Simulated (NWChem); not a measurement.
System: SiF₄; SMILES F[Si](F)(F)F

Here is an NWChem input.

```
start job
memory heap 200 mb stack 900 mb global 1100 mb
geometry units angstroms noautoz
  F      1.359340     0.737951     0.351338
  Si    -0.000018    -0.000010    -0.000001
  F     -1.110115     1.076529    -0.353046
  F     -0.473388    -0.858188     1.247131
  F      0.224137    -0.956338    -1.245425
end
basis spherical
  * library def2-svp
end
dft
  xc m06-2x
  iterations 150
  mulliken
end
task dft energy
```

NWChem printed, in part:

```
             Northwest Computational Chemistry Package (NWChem) 7.3.0
             --------------------------------------------------------

 C1  symmetry detected

                             Geometry "geometry" -> ""
                             -------------------------

 Output coordinates in angstroms (scale by  1.889725989 to convert to a.u.)

  No.       Tag          Charge          X              Y              Z
 ---- ---------------- ---------- -------------- -------------- --------------
    1 F                    9.0000     0.47467085     0.05712152     1.51237669
    2 Si                  14.0000    -0.00000392     0.00000439    -0.00000593
    3 F                    9.0000    -0.18763956     1.47537688    -0.55133272
    4 F                    9.0000    -1.37898748    -0.77830925    -0.09230489
    5 F                    9.0000     1.09196230    -0.75419597    -0.86872985

 Effective nuclear repulsion energy (a.u.)     267.4362909856

                                 NWChem DFT Module
                                 -----------------

 Summary of "ao basis" -> "ao basis" (spherical)
 ------------------------------------------------------------------------------
       Tag                 Description            Shells   Functions and Types
 ---------------- ------------------------------  ------  ---------------------
 F                          def2-svp                 6       14   3s2p1d
 Si                         def2-svp                 8       18   4s3p1d

            General Information
            -------------------
          SCF calculation type: DFT
          Wavefunction type:  closed shell.
          No. of atoms     :     5
          No. of electrons :    50
           Alpha electrons :    25
            Beta electrons :    25
          Charge           :     0
          Spin multiplicity:     1
          Use of symmetry is: off; symmetry adaption is: off
          Maximum number of iterations: 150
          AO basis - number of functions:    74
                     number of shells:    32
          Convergence on energy requested:  1.00D-06
          Convergence on density requested:  1.00D-05
          Convergence on gradient requested:  5.00D-04

              XC Information
              --------------
                       M06-2X Method XC Functional
                     Hartree-Fock (Exact) Exchange  0.540
                        M06-2X Exchange Functional  1.000
                      M06-2X Correlation Potential  1.000

             Grid Information
             ----------------
          Grid used for XC integration:  medium
          Radial quadrature: Mura-Knowles
          Angular quadrature: Lebedev.
          Tag              B.-S. Rad. Rad. Pts. Rad. Cut. Ang. Pts.
          ---              ---------- --------- --------- ---------
          F                   0.50       49           7.0       434
          Si                  1.10       88           6.0       590
          Grid pruning is: on
          Number of quadrature shells:   284
          Spatial weights used:  Erf1

      Superposition of Atomic Density Guess
      -------------------------------------

 Sum of atomic energies:        -685.90858980

      Non-variational initial energy
      ------------------------------

 Total energy =    -686.656532
 1-e energy   =   -1489.413984
 2-e energy   =     535.321161
 HOMO         =      -0.652335
 LUMO         =       0.039469

     ---------------------------------------------
      Total Density - Mulliken Population Analysis
     ---------------------------------------------

    Atom       Charge   Shell Charges
 -----------   ------   -------------------------------------------------------
    1 F    9     9.53   1.99  1.14  0.78  3.49  2.13  0.00
    2 Si  14    11.86   2.00  1.99  0.57  0.01  5.93  0.69  0.27  0.40
    3 F    9     9.53   1.99  1.14  0.78  3.49  2.13  0.00
    4 F    9     9.53   1.99  1.14  0.78  3.49  2.13  0.00
    5 F    9     9.53   1.99  1.14  0.78  3.49  2.13  0.00

   convergence    iter        energy       DeltaE   RMS-Dens  Diis-err
 ---------------- ----- ----------------- --------- --------- ---------
 d= 0,ls=0.0,diis     1   -688.4478495211 -9.56D+02  1.69D-02  1.10D+00
 d= 0,ls=0.0,diis     2   -688.4741509281 -2.63D-02  7.23D-03  1.12D+00
 d= 0,ls=0.0,diis     3   -688.5640055779 -8.99D-02  6.19D-04  7.19D-03
 d= 0,ls=0.0,diis     4   -688.5645338646 -5.28D-04  1.08D-04  9.11D-05
 d= 0,ls=0.0,diis     5   -688.5645445333 -1.07D-05  1.28D-05  4.70D-07
 d= 0,ls=0.0,diis     6   -688.5645446486 -1.15D-07  1.67D-06  7.67D-09

         Total DFT energy =     -688.564544648580
      One electron energy =    -1489.932903451878
           Coulomb energy =      596.770313189795
    Exchange-Corr. energy =      -62.838245372083
 Nuclear repulsion energy =      267.436290985585

 Numeric. integr. density =       50.000002578973

                       DFT Final Molecular Orbital Analysis
                       ------------------------------------

 Vector   23  Occ=2.000000D+00  E=-5.396985D-01
              MO Center= -1.8D-01, -1.2D-01, -4.5D-01, r^2= 2.7D+00
   Bfn.  Coefficient  Atom+Function         Bfn.  Coefficient  Atom+Function
  ----- ------------  ---------------      ----- ------------  ---------------
    36      0.353331  3 F  px                51      0.345464  4 F  py
    65     -0.324123  5 F  py                39     -0.251642  3 F  px
    54     -0.246036  4 F  py                68      0.230835  5 F  py
    64     -0.225721  5 F  px                50     -0.201394  4 F  px
    67      0.160758  5 F  px                53      0.143431  4 F  px

 Vector   24  Occ=2.000000D+00  E=-5.396972D-01
              MO Center= -2.2D-01, -1.7D-01,  3.4D-01, r^2= 2.8D+00
   Bfn.  Coefficient  Atom+Function         Bfn.  Coefficient  Atom+Function
  ----- ------------  ---------------      ----- ------------  ---------------
    52      0.403288  4 F  pz                 4      0.353234  1 F  px
    55     -0.287221  4 F  pz                 7     -0.251572  1 F  px
    36     -0.214939  3 F  px                66     -0.181543  5 F  pz
     5      0.179484  1 F  py                64     -0.161323  5 F  px
    39      0.153080  3 F  px                69      0.129290  5 F  pz

 Vector   25  Occ=2.000000D+00  E=-5.396944D-01
              MO Center=  4.0D-01,  2.9D-01,  1.2D-01, r^2= 2.7D+00
   Bfn.  Coefficient  Atom+Function         Bfn.  Coefficient  Atom+Function
  ----- ------------  ---------------      ----- ------------  ---------------
     5      0.373649  1 F  py                38     -0.369604  3 F  pz
    66      0.297582  5 F  pz                 8     -0.266108  1 F  py
    41      0.263227  3 F  pz                69     -0.211936  5 F  pz
    65     -0.169387  5 F  py                 4     -0.166872  1 F  px
    37     -0.136670  3 F  py                68      0.120637  5 F  py

 Vector   26  Occ=0.000000D+00  E= 5.130893D-02
              MO Center= -8.8D-05,  5.0D-05, -5.5D-06, r^2= 3.8D+00
   Bfn.  Coefficient  Atom+Function         Bfn.  Coefficient  Atom+Function
  ----- ------------  ---------------      ----- ------------  ---------------
    18      1.587561  2 Si s                  3     -0.378622  1 F  s
    35     -0.378609  3 F  s                 49     -0.378622  4 F  s
    63     -0.378594  5 F  s                 16      0.229457  2 Si s
     9      0.158487  1 F  pz                40      0.154606  3 F  py
     6     -0.144434  1 F  pz                53     -0.144507  4 F  px

 Vector   27  Occ=0.000000D+00  E= 1.432827D-01
              MO Center=  2.3D-02, -3.5D-01,  9.1D-02, r^2= 3.3D+00
   Bfn.  Coefficient  Atom+Function         Bfn.  Coefficient  Atom+Function
  ----- ------------  ---------------      ----- ------------  ---------------
    26      1.077719  2 Si py                35     -0.526902  3 F  s
    27     -0.523517  2 Si pz                 3      0.228209  1 F  s
    23      0.227560  2 Si py                25     -0.211977  2 Si px
     8     -0.201225  1 F  py                 5      0.188698  1 F  py
    63      0.161939  5 F  s                 69      0.155207  5 F  pz

 Vector   28  Occ=0.000000D+00  E= 1.432848D-01
              MO Center=  2.2D-01,  2.4D-01,  5.0D-02, r^2= 3.3D+00
   Bfn.  Coefficient  Atom+Function         Bfn.  Coefficient  Atom+Function
  ----- ------------  ---------------      ----- ------------  ---------------
    25      1.189665  2 Si px                49      0.505467  4 F  s
    63     -0.295579  5 F  s                 22      0.251250  2 Si px
    26      0.252311  2 Si py                39     -0.218802  3 F  px
    36      0.205425  3 F  px                 7     -0.180510  1 F  px
     3     -0.174721  1 F  s                  4      0.172084  1 F  px

     ---------------------------------------------
      Total Density - Mulliken Population Analysis
     ---------------------------------------------

    Atom       Charge   Shell Charges
 -----------   ------   -------------------------------------------------------
    1 F    9     9.32   1.99  1.12  0.80  3.35  2.06  0.01
    2 Si  14    12.71   2.00  1.98  0.74 -0.08  5.94  1.08  0.34  0.72
    3 F    9     9.32   1.99  1.12  0.80  3.35  2.06  0.01
    4 F    9     9.32   1.99  1.12  0.80  3.35  2.06  0.01
    5 F    9     9.32   1.99  1.12  0.80  3.35  2.06  0.01

     -------------------------------------------
      Total Density - Lowdin Population Analysis
     -------------------------------------------

    Atom       Charge   Shell Charges
 -----------   ------   -------------------------------------------------------
    1 F    9     9.17   1.98  1.01  0.76  3.22  2.20  0.01
    2 Si  14    13.34   2.00  1.91  0.51  0.19  5.82  1.12  0.70  1.09
    3 F    9     9.17   1.98  1.01  0.76  3.22  2.20  0.01
    4 F    9     9.17   1.98  1.01  0.76  3.22  2.20  0.01
    5 F    9     9.17   1.98  1.01  0.76  3.22  2.20  0.01

[...]
```

Level: M06-2X/def2-SVP. Geometry: optimised at PBE0/def2-SVP.
